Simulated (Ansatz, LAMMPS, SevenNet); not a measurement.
How well does each level of theory give the bulk modulus B0 of rock-salt KF?

Reference value: 34.2 GPa (measured, 4 K, zero-point motion not removed; as tabulated in Doll and Stoll (1997), arXiv:cond-mat/9707218).

Problem. What do ionic model catlow1977, SevenNet-l3i5, LDA, PBE, r²SCAN, HSE06, Hartree–Fock give, and how far is each from the reference?

Solution. 
```
level (code)                                  value (GPa)  cell (Å³/atom)  difference (%)
--------------------------------------------  -----------  --------------  --------------
ionic model catlow1977 (shell model, LAMMPS)         38.1           18.00           +11.4
SevenNet-l3i5                                        29.9           19.86           -12.6
LDA (Ansatz)                                         43.7           17.20             +28
PBE (Ansatz)                                         29.0           19.91           -15.2
r²SCAN (Ansatz)                                      35.2           18.80            +2.9
HSE06 (Ansatz)                                       31.6           19.36            -7.6
Hartree–Fock (Ansatz)                                30.5           20.11           -10.8
```

Once the reference is moved by up to 5.3 % (a margin picked here for doubts on the reference and the settings, and for temperature and zero-point motion) and values within 1.7 % count as equal, the nearest can be r²SCAN (+2.9 %) or HSE06 (-7.6 %). Among them LDA (+28 %) misses by most.

The reference isn't brought to a static lattice, while the calculations are for one, so the differences are not the levels' errors alone.  Each level is taken at its own relaxed cell. Cutoffs and k meshes differ between the levels. Ansatz's density-functional and Hartree–Fock values are scalar-relativistic unless marked +SOC, with PAW data made under PBE.

Empirical potentials (ionic model catlow1977) are fitted to chosen data: where that held the value shown, agreement is built in, and what lay outside the fit can be far off. Machine-learned potentials (SevenNet-l3i5) are trained on DFT data: a solid inside that data is no test of them.

Differences are worked out from the printed values.

Ansatz is a quantum-chemistry and plane-wave program.
